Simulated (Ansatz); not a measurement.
## CH2BN (BH2(CN)): the energy, rung by rung

The species is CH2BN (5 atoms), meant as a singlet with charge 0. SMILES: `[H]B([H])C#N`. The shape is that of a GFN2-xTB optimisation.

```xyz
5

B     0.3037    0.5276    0.0085
H     1.4689    0.5060    0.0583
H    -0.2983    1.5260   -0.0270
C    -0.4507   -0.7816   -0.0120
N    -1.0237   -1.7779   -0.0278
```

Each level gives the energy change with the C4–N5 bond stretched from 1.149 to 1.437 Å (eV). The values are calculated.

```
                      level                    kind  program  value (eV)  less FCI/STO-3G  CPU time (all runs)
     HF/STO-3G (restricted)            Hartree–Fock   Ansatz        3.36            +2.05               0.14 s
   BLYP/STO-3G (restricted)                     GGA   Ansatz        1.19            -0.12                1.5 s
  BHLYP/STO-3G (restricted)           global hybrid   Ansatz        2.51            +1.20                1.4 s
r2SCAN0/STO-3G (restricted)         hybrid meta-GGA   Ansatz        2.19            +0.88                3.2 s
  HSE06/STO-3G (restricted)  range-separated hybrid   Ansatz        1.95            +0.64                1.8 s
RPA@PBE/STO-3G (restricted)                     RPA   Ansatz        1.23            -0.08                2.2 s
 CCSDTQ/STO-3G (restricted)   coupled cluster or CI   Ansatz        1.32            +0.01                 13 s
                 FCI/STO-3G      exact in the basis   Ansatz        1.31             0.00              2.4 min
```

FCI/STO-3G is exact within its basis and frozen core, so for wave-function methods in that basis the difference is their error; functionals converge differently with the basis, so for them it is only a difference. The first shape isn't each level's own minimum. The values span 1.19 to 3.36 eV. All rows use very small basis sets, so even the best lies far from the true value. Times are those of the runs behind each value, whatever else they computed, on shared processors of several kinds: orders of magnitude only.
